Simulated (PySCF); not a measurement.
## Name the molecule from its bond curve

A diatomic of charge +1 contains O. Its singlet curve at RHF-CCSD(T) in a triple-zeta basis (no relativity, PySCF), in eV from the separated fragments:

(R (Å), E (eV)): (1.281, -6.671), (1.338, -7.504), (1.380, -7.829), (1.423, -7.959), (1.466, -7.939), (1.523, -7.738), (1.594, -7.299), (1.679, -6.614)

The fit gives ωe = 1391 cm⁻¹ and the rotational constant Bₑ = 0.7736 cm⁻¹.

Q: Which atom is the partner?

A: The minimum lies at 1.437 Å, so the reduced mass is 16.8576 u Å² cm⁻¹/(Bₑ·Re²) = 10.55 u. With O at 15.99 u the partner weighs about 31.0 u: P. The molecule is PO⁺.

Correlated steps freeze 6 core orbitals. The CCSD T1 diagnostic is raised, a sign that a single reference may not be enough here.
